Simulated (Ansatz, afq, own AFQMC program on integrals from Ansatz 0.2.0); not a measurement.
# NH₂O (doublet): AFQMC on the coupled-cluster ladder at distance N1–O2 = 4.237 Å, cc-pVDZ

Aim: compute NH₂O (doublet) with auxiliary-field quantum Monte Carlo on the same integrals as coupled cluster, and set the energies side by side.

The runs use Ansatz 0.2.0, Gaussian basis, and an in-house AFQMC program (afq) on its integrals; all values are calculated; cc-pVDZ, frozen cores.

To be run: PBE (unrestricted); r2SCAN (unrestricted); PBE0 (unrestricted); B3LYP (unrestricted); wB97M-V (unrestricted); B2PLYP (unrestricted); CCSD(T) on UHF; Phaseless AFQMC, CISD trial on UHF; Phaseless AFQMC, single-determinant trial on UHF.

## (1) The geometry

The geometry derives from a PBE0/def2-TZVP stationary point (not a proven minimum). One bond is set to the value named and the two fragments are kept rigid.

4 atoms, charge 0, spin multiplicity 2.

Atoms are counted from 1 here; the program's logs count them from 0.

Bond lengths: N1–H3 1.014 Å, N1–H4 1.014 Å. Angles: H3–N1–H4 119.6°.

Geometry (Å):

```xyz
4

N     0.00000    0.00000    2.08487
O     0.00000    0.00000   -2.15213
H     0.00000    0.87622    2.59477
H     0.00000   -0.87622    2.59477
```

## (2) PBE (unrestricted)

The input, in.yaml:

```yaml
crystal:
  periodic: [false, false, false]
  atoms:
    - {symbol: N, position_ang: [0.000000, 0.000000, 2.084866]}
    - {symbol: O, position_ang: [0.000000, 0.000000, -2.152134]}
    - {symbol: H, position_ang: [0.000000, 0.876220, 2.594771]}
    - {symbol: H, position_ang: [0.000000, -0.876220, 2.594771]}
basis:
  gaussian: {orbitals: cc-pVDZ}
magnetization: {spin_polarized: true, initial_magnetization: 1}
hamiltonian: {xc: {name: PBE}}
output: {orbitals: {seedname: orbitals}}
```

On the command line:

```
$ ansatz run in.yaml --threads 1 --pin off --events-out ev --progress --plain --max-ram 1382MiB
```

Log:

```text
Functional definition: PBE
  name "PBE"
  cite "Perdew, Burke & Ernzerhof, Phys. Rev. Lett. 77, 3865 (1996) doi:10.1103/PhysRevLett.77.3865"
  parent pbe
  parameter kappa = 0.804
  parameter beta = 0.06672455060314922
  exchange = pbe_x(kappa = kappa, mu = beta*pi^2/3)
  correlation = pbe_c(beta = beta)
449 factors; their error is unknown
mean field evaluation 1: about -3530.9256 eV, gradient 5.4e1 eV
mean field evaluation 2: about -3418.8980 eV, gradient 1.3e2 eV
mean field evaluation 4: about -3537.4746 eV, gradient 3.7e1 eV
mean field evaluation 8: about -3537.4753 eV, gradient 3.7e1 eV
mean field evaluation 16: about -3556.7090 eV, gradient 1.1e0 eV
mean field evaluation 32: about -3557.8693 eV, gradient 2.3e-3 eV
mean field evaluation 64: about -3557.8690 eV, gradient 1.4e-1 eV
mean field evaluation 96: about -3557.8497 eV, gradient 5.0e-2 eV
mean field evaluation 128: about -3556.4928 eV, gradient 3.1e-1 eV
mean field evaluation 160: about -3558.5778 eV, gradient 2.1e-3 eV
mean field evaluation 192: about -3557.8691 eV, gradient 4.3e-3 eV
mean field evaluation 224: about -3557.8299 eV, gradient 1.2e0 eV
mean field evaluation 256: about -3557.8622 eV, gradient 4.3e-2 eV
mean field evaluation 288: about -3558.5323 eV, gradient 3.6e0 eV
mean field -3558.57829410 eV, -130.7753402172 hartree, gradient 1.0e-6 eV, S^2 1.753969; 20 other end points of the search recorded, 0 dependent functions left out
reference -3558.57831832 eV, -130.7753411072 hartree; 9, 8 occupied and 29, 30 virtual orbitals, 449 factors
Total energy: -3558.57831832 eV, -130.7753411072 hartree
```

Run time: 9 s. Hardware: 1 thread of AMD EPYC 9R14 (Zen 4), shared host.

From the report: ⟨S²⟩ of the determinant 1.754 (pure doublet: 0.75). The determinant is far from a pure spin state, so its energy mixes those of several spin states (harmless only where they are near-degenerate, as at dissociation).

## (3) r2SCAN (unrestricted)

Changes to in.yaml since step 2:

```diff
@@ -10,3 +10,2 @@
 magnetization: {spin_polarized: true, initial_magnetization: 1}
-hamiltonian: {xc: {name: PBE}}
-output: {orbitals: {seedname: orbitals}}
+hamiltonian: {xc: {name: r2SCAN}}
```

Launched as before.

Log (excerpt; [...] marks lines left out):

```text
Functional definition: r2SCAN
  name "r2SCAN"
  cite "Furness, Kaplan, Ning, Perdew & Sun, J. Phys. Chem. Lett. 11, 8208 (2020) doi:10.1021/acs.jpclett.0c02405"
  cite "Furness, Kaplan, Ning, Perdew & Sun, J. Phys. Chem. Lett. 11, 9248 (2020) doi:10.1021/acs.jpclett.0c03077"
  parent r2scan
[...]
449 factors; their error is unknown
[...]
mean field -3561.18576808 eV, -130.8711631186 hartree, gradient 3.6e-6 eV, S^2 1.756957; 3 other end points of the search recorded, 0 dependent functions left out
reference -3561.18577460 eV, -130.8711633581 hartree; 9, 8 occupied and 29, 30 virtual orbitals, 449 factors
Total energy: -3561.18577460 eV, -130.8711633581 hartree
```

Wall time 4.3 s (1 thread of AMD EPYC 9R14 (Zen 4), shared host).

From the report: ⟨S²⟩ of the determinant 1.757 (pure doublet: 0.75). The determinant is far from a pure spin state, so its energy mixes those of several spin states (harmless only where they are near-degenerate, as at dissociation).

## (4) PBE0 (unrestricted)

Changes to in.yaml since step 3:

```diff
@@ -10,2 +10,3 @@
 magnetization: {spin_polarized: true, initial_magnetization: 1}
-hamiltonian: {xc: {name: r2SCAN}}
+hamiltonian: {xc: {name: PBE0}}
+output: {orbitals: {seedname: orbitals}}
```

Same command.

Log (excerpt; [...] marks lines left out):

```text
Functional definition: PBE0
  name "PBE0"
  cite "Adamo & Barone, J. Chem. Phys. 110, 6158 (1999) doi:10.1063/1.478522"
  cite "Perdew, Burke & Ernzerhof, Phys. Rev. Lett. 77, 3865 (1996) doi:10.1103/PhysRevLett.77.3865"
  parent pbe
[...]
351 factors; integrals over basis functions are off by at most 1.3e-3 eV
[...]
mean field -3559.16200540 eV, -130.7967912117 hartree, gradient 4.8e-6 eV, S^2 1.755051; 13 other end points of the search recorded, 0 dependent functions left out
reference -3559.16202262 eV, -130.7967918447 hartree; 9, 8 occupied and 29, 30 virtual orbitals, 351 factors
Total energy: -3559.16202262 eV, -130.7967918447 hartree
```

Wall time 11 s (1 thread of AMD EPYC 9R14 (Zen 4), shared host).

From the report: ⟨S²⟩ of the determinant 1.755 (pure doublet: 0.75). The determinant is far from a pure spin state, so its energy mixes those of several spin states (harmless only where they are near-degenerate, as at dissociation).

## (5) B3LYP (unrestricted)

Changes to in.yaml since step 4:

```diff
@@ -10,3 +10,2 @@
 magnetization: {spin_polarized: true, initial_magnetization: 1}
-hamiltonian: {xc: {name: PBE0}}
-output: {orbitals: {seedname: orbitals}}
+hamiltonian: {xc: {name: B3LYP}}
```

Same command.

Log (excerpt; [...] marks lines left out):

```text
Functional definition: B3LYP
  name "B3LYP"
  cite "Stephens, Devlin, Chabalowski & Frisch, J. Phys. Chem. 98, 11623 (1994) doi:10.1021/j100096a001"
  cite "Becke, Phys. Rev. A 38, 3098 (1988) doi:10.1103/PhysRevA.38.3098"
  cite "Lee, Yang & Parr, Phys. Rev. B 37, 785 (1988) doi:10.1103/PhysRevB.37.785"
  cite "Vosko, Wilk & Nusair, Can. J. Phys. 58, 1200 (1980) doi:10.1139/p80-159"
[...]
351 factors; integrals over basis functions are off by at most 1.3e-3 eV
[...]
mean field -3563.01508003 eV, -130.9383890926 hartree, gradient 1.3e-6 eV, S^2 1.754588; 9 other end points of the search recorded, 0 dependent functions left out
reference -3563.01526502 eV, -130.9383958911 hartree; 9, 8 occupied and 29, 30 virtual orbitals, 351 factors
Total energy: -3563.01526502 eV, -130.9383958911 hartree
```

Wall time 7.5 s (1 thread of AMD EPYC 9R14 (Zen 4), shared host).

From the report: ⟨S²⟩ of the determinant 1.755 (pure doublet: 0.75). The determinant is far from a pure spin state, so its energy mixes those of several spin states (harmless only where they are near-degenerate, as at dissociation).

## (6) wB97M-V (unrestricted)

Changes to in.yaml since step 5:

```diff
@@ -10,2 +10,3 @@
 magnetization: {spin_polarized: true, initial_magnetization: 1}
-hamiltonian: {xc: {name: B3LYP}}
+hamiltonian: {xc: {name: wB97M-V}}
+output: {orbitals: {seedname: orbitals}}
```

Launched as before.

Log (excerpt; [...] marks lines left out):

```text
Functional definition: wB97M-V
  name "wB97M-V"
  cite "Mardirossian & Head-Gordon, J. Chem. Phys. 144, 214110 (2016) doi:10.1063/1.4952647"
  cite "Becke, J. Chem. Phys. 107, 8554 (1997) doi:10.1063/1.475007"
  cite "Vydrov & Van Voorhis, J. Chem. Phys. 133, 244103 (2010) doi:10.1063/1.3521275"
  # Of w^i u^j: cxij and so on, Table III.
[...]
  gx(w, u) = 1 - cx + cx01*u + cx10*w
  gss(w, u) = css00 + css04*u^4 + css10*w + css20*w^2 + css43*w^4*u^3
  gos(w, u) = cos00 + cos10*w + (cos20 + cos21*u)*w^2 + (cos60 + cos61*u)*w^6
[...]
      + integral(e_c_pw_mod_opposite_spin*gos(b97_w_opposite, b97_u_opposite)) + vv10(b, c)
351 factors; integrals over basis functions are off by at most 1.3e-3 eV
95 factors; integrals over basis functions are off by at most 1.2e-4 eV
[...]
mean field -3561.63331474 eV, -130.8876101548 hartree, gradient 5.0e-6 eV, S^2 1.754973; 5 other end points of the search recorded, 0 dependent functions left out
reference -3561.63333953 eV, -130.8876110661 hartree; 9, 8 occupied and 29, 30 virtual orbitals, 351 factors
Total energy: -3561.63333953 eV, -130.8876110661 hartree
```

It took 15 s on 1 thread of AMD EPYC 9R14 (Zen 4), shared host.

From the report: ⟨S²⟩ of the determinant 1.755 (pure doublet: 0.75). The determinant is far from a pure spin state, so its energy mixes those of several spin states (harmless only where they are near-degenerate, as at dissociation).

## (7) B2PLYP (unrestricted)

Changes to in.yaml since step 6:

```diff
@@ -10,3 +10,3 @@
 magnetization: {spin_polarized: true, initial_magnetization: 1}
-hamiltonian: {xc: {name: wB97M-V}}
-output: {orbitals: {seedname: orbitals}}
+hamiltonian: {xc: {name: B2PLYP}}
+correlation: {electrons: outside_noble_gas}
```

Launched as before.

Log (excerpt; [...] marks lines left out):

```text
Functional definition: B2PLYP
  name "B2PLYP"
  cite "Grimme, J. Chem. Phys. 124, 034108 (2006) doi:10.1063/1.2148954"
  cite "Becke, Phys. Rev. A 38, 3098 (1988) doi:10.1103/PhysRevA.38.3098"
  cite "Lee, Yang & Parr, Phys. Rev. B 37, 785 (1988) doi:10.1103/PhysRevB.37.785"
[...]
351 factors; integrals over basis functions are off by at most 1.3e-3 eV
[...]
mean field -3557.82018097 eV, -130.7474800735 hartree, gradient 2.4e-10 eV, S^2 1.756868; 8 other end points of the search recorded, 0 dependent functions left out
2 core orbitals not correlated: weight in the atoms' cores, before any rotation towards them, 1.000 or more for the frozen orbitals, at most 0.000 for the correlated occupied ones
reference -3557.82029554 eV, -130.7474842838 hartree; 7, 6 occupied and 29, 30 virtual orbitals, 351 factors
second order -7.88708954 eV of doubles, -0.00000000 eV of singles
Total energy: -3559.94980971 eV, -130.8257424863 hartree
```

It took 8 s on 1 thread of AMD EPYC 9R14 (Zen 4), shared host.

From the report: ⟨S²⟩ of the determinant 1.757 (pure doublet: 0.75). The determinant is far from a pure spin state, so its energy mixes those of several spin states (harmless only where they are near-degenerate, as at dissociation).

## (8) CCSD(T) on UHF

Changes to in.yaml since step 7:

```diff
@@ -10,3 +10,2 @@
 magnetization: {spin_polarized: true, initial_magnetization: 1}
-hamiltonian: {xc: {name: B2PLYP}}
-correlation: {electrons: outside_noble_gas}
+correlation: {method: ccsd_t, electrons: outside_noble_gas, hamiltonian_folder: ham}
```

Launched as before.

Log (excerpt; [...] marks lines left out):

```text
Functional definition: HF
  name "HF"
  cite "Fock, Z. Phys. 61, 126 (1930) doi:10.1007/BF01340294"
  parent pbe
[...]
351 factors; integrals over basis functions are off by at most 1.3e-3 eV
[...]
mean field -3547.08438235 eV, -130.3529467511 hartree, gradient 2.5e-11 eV, S^2 1.762136; 36 other end points of the search recorded, 0 dependent functions left out
determinant -3547.08438235 eV, -130.3529467511 hartree, with singles and doubles -3554.66593108 eV, -130.6315635279 hartree
determinant -3547.08354402 eV, -130.3529159432 hartree, with singles and doubles -3554.66512537 eV, -130.6315339187 hartree
determinant -3547.06122559 eV, -130.3520957562 hartree, with singles and doubles -3554.64376730 eV, -130.6307490243 hartree
determinant -3546.07082591 eV, -130.3156992390 hartree, with singles and doubles -3553.96637676 eV, -130.6058553811 hartree
[...]
determinant -3543.60899373 eV, -130.2252285752 hartree, with singles and doubles -3552.18566041 eV, -130.5404152623 hartree
determinant -3547.08438235 eV, -130.3529467511 hartree, with singles and doubles -3554.66605585 eV, -130.6315681134 hartree
determinant -3547.08354402 eV, -130.3529159432 hartree, with singles and doubles -3554.66525303 eV, -130.6315386101 hartree
determinant -3547.06122559 eV, -130.3520957562 hartree, with singles and doubles -3554.64389416 eV, -130.6307536864 hartree
2 core orbitals not correlated: weight in the atoms' cores, before any rotation towards them, 1.000 or more for the frozen orbitals, at most 0.000 for the correlated occupied ones
reference -3547.08438235 eV, -130.3529467511 hartree; 7, 6 occupied and 29, 30 virtual orbitals, 351 factors
second order -6.65023625 eV of doubles, -0.00000000 eV of singles
cycle   1  -7.58167773 eV  change   -4.2e-6 eV  update   2.7e-6
perturbative correction -0.08773013 eV, -0.0032240227 hartree
Total energy: -3554.75379020 eV, -130.6347922914 hartree
```

Wall time 8.5 s (1 thread of AMD EPYC 9R14 (Zen 4), shared host).

From the report: ⟨S²⟩ of the determinant 1.762 (pure doublet: 0.75); correlation -7.6694 eV; T1 0.005; largest double amplitude 0.05. The determinant is far from a pure spin state, so its energy mixes those of several spin states (harmless only where they are near-degenerate, as at dissociation).

This run also writes the integrals to the folder ham.

## (9) Phaseless AFQMC, CISD trial on UHF

It reads the integrals that the CCSD(T) run on this determinant wrote.

On the command line:

```
$ afq ham --method phaseless --trial cisd --walkers 60 --populations 1 --least-time 40 --time-step 0.005 --steps-per-block 50 --equilibration-blocks 40 --max-blocks 300 --target-error 0.00086 --factor-cut 1e-05 --start spin_pure --seed 6069 --release-times 0.24,0.51,0.99,1.62,2.4 --release-step 0.03 --release-every 4 --taylor-order 6
```

Log:

```text
orbitals 36  electrons 7 6  factors 235 of 351
reference energy -130.35294675 Eh
CCSD correlation -0.27862148 Eh in 10 cycles, weight of the determinant in the CISD state 0.9208
energy of the start -130.631228 Eh
 block  time / (1/Eh)  mean weight  energy / Eh
     1     0.250  0.9982  -130.629730
     2     0.500  1.0021  -130.631121
     3     0.750  0.9993  -130.633204
     4     1.000  0.9983  -130.632803
     5     1.250  1.0009  -130.640046
     6     1.500  1.0001  -130.641383
     7     1.750  1.0034  -130.639307
     8     2.000  0.9974  -130.638626
     9     2.250  1.0007  -130.639381
    10     2.500  0.9995  -130.642607
    11     2.750  0.9984  -130.635545
    16     4.000  1.0012  -130.633779
    21     5.250  1.0016  -130.633710
    26     6.500  1.0015  -130.638952
    31     7.750  0.9997  -130.631788
    36     9.000  0.9990  -130.634013
    41    10.250  0.9990  -130.631949
    46    11.500  1.0018  -130.634887
    51    12.750  1.0012  -130.639916
    56    14.000  1.0011  -130.633993
    61    15.250  1.0013  -130.635059
    66    16.500  1.0007  -130.634949
    71    17.750  0.9997  -130.633473
    76    19.000  1.0018  -130.635777
    81    20.250  1.0008  -130.631680
    86    21.500  0.9995  -130.633473
    91    22.750  0.9968  -130.636582
    96    24.000  0.9959  -130.634017
   101    25.250  1.0009  -130.634838
   106    26.500  1.0018  -130.635384
   111    27.750  0.9974  -130.639089
   116    29.000  0.9997  -130.642628
   121    30.250  0.9984  -130.632053
   126    31.500  1.0043  -130.636434
   131    32.750  1.0002  -130.630893
   136    34.000  1.0044  -130.634975
   141    35.250  1.0020  -130.633289
   146    36.500  0.9991  -130.630222
   151    37.750  1.0018  -130.636420
   156    39.000  1.0001  -130.634367
   161    40.250  0.9986  -130.636105
   166    41.500  1.0022  -130.634454
   171    42.750  0.9993  -130.632221
   176    44.000  0.9971  -130.633154
   181    45.250  1.0017  -130.635024
   186    46.500  0.9976  -130.643404
   191    47.750  0.9989  -130.635389
   196    49.000  1.0035  -130.637566
blocks merged  error / Eh  count
     1  0.000206  160
     2  0.000241  80
     4  0.000241  40
     8  0.000284  20
    16  0.000256  10
released: time / (1/Eh)  energy / Eh  error  mean overlap
  0.24  -130.635101  0.000331  0.9899
  0.51  -130.634732  0.000321  1.0121
  0.99  -130.635748  0.000375  0.9795
  1.62  -130.635356  0.000480  1.0233
  2.40  -130.636976  0.000962  0.9692
energy -130.634512 +/- 0.000284 Eh
```

It took 2.6 min on 1 thread of AMD EPYC 9R14 (Zen 4), shared host.

Energy -3554.7462 ± 0.0077 eV. Caveats: constraint bias not in the error.

## (10) Phaseless AFQMC, single-determinant trial on UHF

It reads the integrals that the CCSD(T) run on this determinant wrote.

On the command line:

```
$ afq ham --method phaseless --trial hf --walkers 120 --populations 1 --least-time 40 --time-step 0.005 --steps-per-block 20 --equilibration-blocks 160 --max-blocks 600 --target-error 0.00258 --factor-cut 1e-05 --start spin_pure --seed 4264 --taylor-order 6
```

Log:

```text
orbitals 36  electrons 7 6  factors 235 of 351
reference energy -130.35294675 Eh
CCSD correlation -0.27862148 Eh in 10 cycles, weight of the determinant in the CISD state 0.9208
energy of the start -130.353291 Eh
 block  time / (1/Eh)  mean weight  energy / Eh
     1     0.100  1.0015  -130.436000
     2     0.200  1.0045  -130.493394
     3     0.300  1.0010  -130.527744
     4     0.400  1.0024  -130.560746
     5     0.500  1.0004  -130.583590
     6     0.600  1.0034  -130.599363
     7     0.700  0.9997  -130.598718
     8     0.800  1.0027  -130.582464
     9     0.900  1.0009  -130.605466
    10     1.000  1.0004  -130.617457
    15     1.500  1.0024  -130.628427
    29     2.900  1.0005  -130.657437
    43     4.300  0.9968  -130.615319
    57     5.700  0.9993  -130.616303
    71     7.100  0.9994  -130.600454
    85     8.500  1.0014  -130.618093
    99     9.900  1.0028  -130.621500
   113    11.300  0.9976  -130.623695
   127    12.700  0.9989  -130.617416
   141    14.100  1.0028  -130.627452
   155    15.500  1.0014  -130.632869
   169    16.900  0.9976  -130.611650
   183    18.300  1.0012  -130.629930
   197    19.700  1.0018  -130.658088
   211    21.100  0.9993  -130.627297
   225    22.500  0.9986  -130.610929
   239    23.900  0.9985  -130.634501
   253    25.300  0.9995  -130.619674
   267    26.700  1.0013  -130.634160
   281    28.100  0.9996  -130.616353
   295    29.500  0.9990  -130.678895
   309    30.900  0.9981  -130.641049
   323    32.300  0.9983  -130.625799
   337    33.700  0.9928  -130.602080
   351    35.100  1.0019  -130.625934
   365    36.500  1.0008  -130.656542
   379    37.900  1.0018  -130.634257
   393    39.300  0.9998  -130.646477
   407    40.700  1.0014  -130.621895
   421    42.100  0.9999  -130.646971
   435    43.500  0.9995  -130.627319
   449    44.900  1.0004  -130.613899
   463    46.300  1.0012  -130.645356
   477    47.700  1.0002  -130.613531
   491    49.100  0.9962  -130.638944
   505    50.500  0.9996  -130.633317
   519    51.900  0.9987  -130.606380
   533    53.300  0.9985  -130.585740
   547    54.700  0.9963  -130.615062
blocks merged  error / Eh  count
     1  0.000851  400
     2  0.001096  200
     4  0.001390  100
     8  0.001718  50
    16  0.001859  25
    32  0.002192  12
energy -130.629606 +/- 0.001859 Eh
```

Run time: 2.1 min. Hardware: 1 thread of AMD EPYC 9R14 (Zen 4), shared host.

Energy -3554.6127 ± 0.0506 eV. Caveats: constraint bias not in the error.

## (11) AFQMC on the ladder

On the UHF determinant, counted from CCSD(T) (a yardstick, not exact):

| level | energy (eV) | from CCSD(T) (meV) | statistical error (meV) | time |
| --- | --- | --- | --- | --- |
| HF | -3547.0844 | +7669.4 |  |  |
| MP2 | -3553.7346 | +1019.2 |  |  |
| CCSD | -3554.6661 | +87.7 |  |  |
| CCSD(T) | -3554.7538 | 0.0 |  |  |
| Phaseless AFQMC, CISD trial, step 0.005, 60 walkers | -3554.7462 | +7.6 | 7.7 | 2.6 min |
| Phaseless AFQMC, single-determinant trial, step 0.005, 120 walkers | -3554.6127 | +141.1 | 50.6 | 2.1 min |

The functionals' totals stand on their own zeros and serve differences with other points: PBE -3558.578 eV; r2SCAN -3561.186 eV; PBE0 -3559.162 eV; B3LYP -3563.015 eV; wB97M-V -3561.633 eV; B2PLYP -3559.950 eV.

## (12) Results

| quantity | value |
| --- | --- |
| Phaseless AFQMC, CISD trial on UHF from CCSD(T) | +7.6 ± 7.7 meV |
| Phaseless AFQMC, single-determinant trial on UHF from CCSD(T) | +141.1 ± 50.6 meV |

In words: On UHF the phaseless walk with the CISD trial lies +7.6 meV from CCSD(T), within three error bars. Error bars are statistical and leave out the constraint, the time step and what remains of the start.
